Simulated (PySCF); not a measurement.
## Na₂: from constants to spectrum

RHF-CCSD(T) constants of Na₂, ¹Σg⁺ (singlet), closed shell (basis Na jorge-DZP-DKH; spin-free X2C with a Gaussian nucleus; PySCF 2.14; masses 22.9898 and 22.9898 u):

```
ωe              : 152.5 cm⁻¹
ωexe            : 0.617 cm⁻¹
Be              : 0.14879 cm⁻¹
αe              : 0.000750 cm⁻¹
D (centrifugal) : 5.67e-07 cm⁻¹
De to Na + Na   : 0.74 eV
```

Give the vibrational terms G(v) and spacings up to v = 3.

G(v) = ωe(v+½) − ωexe(v+½)².

```json
{"v": "0", "G(v) (cm⁻¹)": "76", "G(v) − G(v−1)": "", "Bv (cm⁻¹)": "0.1484"}
{"v": "1", "G(v) (cm⁻¹)": "227", "G(v) − G(v−1)": "151", "Bv (cm⁻¹)": "0.1477"}
{"v": "2", "G(v) (cm⁻¹)": "377", "G(v) − G(v−1)": "150", "Bv (cm⁻¹)": "0.1469"}
{"v": "3", "G(v) (cm⁻¹)": "526", "G(v) − G(v−1)": "149", "Bv (cm⁻¹)": "0.1462"}
```

How well does the Morse estimate ωe²/(4ωexe) reproduce De, and what is D0?

It gives 1.17 eV, 158 % of the computed De. D0 = De − G(0) = 0.74 − 0.01 = 0.73 eV.

Correlated steps freeze 2 core orbitals. Correlated levels converge slowly with the basis: in double zeta they bind strong bonds too weakly, by up to about 1 eV, and carry superposition errors of some tenths. Where the molecule has an RHF reference, its open-shell atoms are computed with UHF.
